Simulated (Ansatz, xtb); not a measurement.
System: CH$_{2}$O$_{2}$, charge 1, multiplicity 2. SMILES of the parent species: O=CO
Geometry from a B3LYP-D3(BJ)/def2-TZVP (Ansatz, a program for electronic structure) optimisation:
```
C
O 1 1.2502
O 1 1.2701 2 125.68
H 3 0.9835 1 116.12 2 0.00
H 1 1.1046 2 115.81 3 -180.00
```
Charge +1, spin multiplicity 2.

Harmonic wavenumbers from GFN2-xTB (xtb, at its own minimum), cm⁻¹: 546, 582, 797, 1023, 1034, 1256, 1882, 2017, 3123.

Task: Give the harmonic wavenumbers at B3LYP-D3(BJ)/def2-TZVP (Ansatz, finite differences of forces, unscaled).

Result: 472, 710, 1007, 1171, 1205, 1374, 1534, 2980, 3573 cm⁻¹. Zero-point energy 20.1 kcal/mol.

Task: From these and the geometry, give the ideal-gas thermochemistry at 298.15 K and 1 atm (rigid rotor, harmonic oscillator).

Result: Point group Cs, rotational symmetry number 1. Rotational constants 78.03, 12.18, 10.53 GHz. S(trans) 37.40, S(rot) 21.00, S(vib) 1.23, S(elec, spin only) 1.38, S 61.0 cal/(mol K). H(298) - H(0) 2.64 kcal/mol; G - E(el) 4.5 kcal/mol.
